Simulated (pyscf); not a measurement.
H₃C–CH(CH₃)–O–Ti(OH)(OH)–OH (SMILES CC(C)[O][Ti]([OH])([OH])[OH]) -> HO–Ti(OH)(OH)–OH (SMILES [OH][Ti]([OH])([OH])[OH]) + H₂C=CH–CH₃ (SMILES C=CC), gas phase, singlet surface. Optimised with ωB97X-D3(BJ)/def2-SVP in PySCF. ΔG in kcal/mol from ωB97M-D3(BJ)/def2-TZVP energies (ideal gas, 1 atm, RRHO with modes under 100 cm⁻¹ raised to 100, one conformer, R ln 2 for chiral ones without a mode under 150 cm⁻¹).

| T (K) | ΔG |
|---|---|
| 298 | +3.8 |
| 600 | -9.3 |
| 900 | ? |
| 1200 | -34.6 |

Task: Fit a line to the three values, predict ΔG at 900 K, and estimate where the reaction turns favourable at 1 atm of each gas.

Result: Least squares gives ΔG = +16.4 − 42.5 × T/1000 K, so ΔS is about +178 J/(mol K) and ΔH about +16.4 kcal/mol over this range (ΔH at 298 K: +16.6). At 900 K the line gives -21.9; the computed value is -22.1. ΔG = 0 falls near 390 K; 1 kcal/mol in the energy moves that by 24 K. This is thermodynamics alone and says nothing of the barrier.
